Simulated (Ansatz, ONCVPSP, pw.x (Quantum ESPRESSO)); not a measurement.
**What a changed setting does to a pw.x run (bcc C)**

Potential: optimised norm-conserving Vanderbilt (ONCV), ONCVPSP 4.0.1.1 (patched build), PBEsol; core [He], reference 2s1.5 2p2.5; waves: 2s: rc 0.95 bohr, ncon 3, nbas 7, qcut 8.4 1/bohr, 1 projector; 2p: rc 2.15 bohr, ncon 4, nbas 8, qcut 6 1/bohr, 2 projectors, debl 0.9 Ha; local part: polynomial inside 0.75 bohr (lpopt 5, dvloc0 0 Ha); core correction: Teter function, fcfact 5.25, rcfact 1.2.

The reference run (k-mesh 18³, cutoffs 65/260 Ry, Fermi–Dirac 0.01 Ry, mixing_beta 0.4, conv_thr 1e-9, no spin) gives 2.41 GPa at 6.314 Å³/atom, where all-electron LAPW gives 4.37 GPa. This run, with its own iteration cap, changes tot_charge to 3, a wrong or extreme entry chosen on purpose.

```
&control
  calculation='scf', prefix='x', pseudo_dir='./', outdir='./tmp', tstress=.true., disk_io='none'
/
&system
  ibrav=0, nat=1, ntyp=1, ecutwfc=65, ecutrho=260, nbnd=9,
  occupations='smearing', smearing='fd', degauss=0.01, tot_charge=3
/
&electrons
  conv_thr=1e-09, mixing_beta=0.4, electron_maxstep=70
/
ATOMIC_SPECIES
C 1.0 C.UPF
CELL_PARAMETERS angstrom
  -1.16434459 1.16434459 1.16434459
  1.16434459 -1.16434459 1.16434459
  1.16434459 1.16434459 -1.16434459
ATOMIC_POSITIONS crystal
C 0.0000 0.0000 0.0000
K_POINTS automatic
18 18 18 0 0 0
```

```bash
pw.x < C.scf.in > C.scf.out
```

Question: How does the run end?

Answer: It converges in 5 iterations; the free energy moves by -26.90 eV/atom and the pressure by -1226.98 GPa. The cell is charged against a uniform background, so energy and pressure depend on the zero of the potential and are not those of the crystal.

```
Message from routine setup:
     using ibrav=0 with symmetry is DISCOURAGED, use correct ibrav instead
     lattice parameter (alat)  =       3.8110  a.u.
     unit-cell volume          =      42.6090 (a.u.)^3
     number of electrons       =         1.00
     number of Kohn-Sham states=            9
     kinetic-energy cutoff     =      65.0000  Ry
     charge density cutoff     =     260.0000  Ry
     scf convergence threshold =      1.0E-09
     Exchange-correlation= PBESOL
     number of k points=   195  Fermi-Dirac smearing, width (Ry)=  0.0100
     iteration #  1     ecut=    65.00 Ry     beta= 0.40
     total energy              =     -13.32236367 Ry
     estimated scf accuracy    <       0.00046725 Ry
     iteration #  2     ecut=    65.00 Ry     beta= 0.40
     total energy              =     -13.32245598 Ry
     estimated scf accuracy    <       0.00017692 Ry
     iteration #  3     ecut=    65.00 Ry     beta= 0.40
     total energy              =     -13.32246110 Ry
     estimated scf accuracy    <       0.00000001 Ry
     iteration #  4     ecut=    65.00 Ry     beta= 0.40
     total energy              =     -13.32246113 Ry
     estimated scf accuracy    <          2.0E-09 Ry
     iteration #  5     ecut=    65.00 Ry     beta= 0.40
     the Fermi energy is     4.8286 ev
!    total energy              =     -13.32246114 Ry
     estimated scf accuracy    <          1.4E-11 Ry
     smearing contrib. (-TS)   =      -0.00079507 Ry
     The total energy is F=E-TS. E is the sum of the following terms:
     one-electron contribution =       0.78437513 Ry
     hartree contribution      =       0.01157923 Ry
     xc contribution           =      -0.88580281 Ry
     ewald contribution        =     -13.23181761 Ry
     convergence has been achieved in   5 iterations
          total   stress  (Ry/bohr**3)                   (kbar)     P=   -12245.75
     Message from routine punch:
     Nothing written, as per user request (disk_io='none')
```

The run took about 3.7 s on one core of a shared host (Neoverse-V1, 32 threads, 247 GiB, load 17).
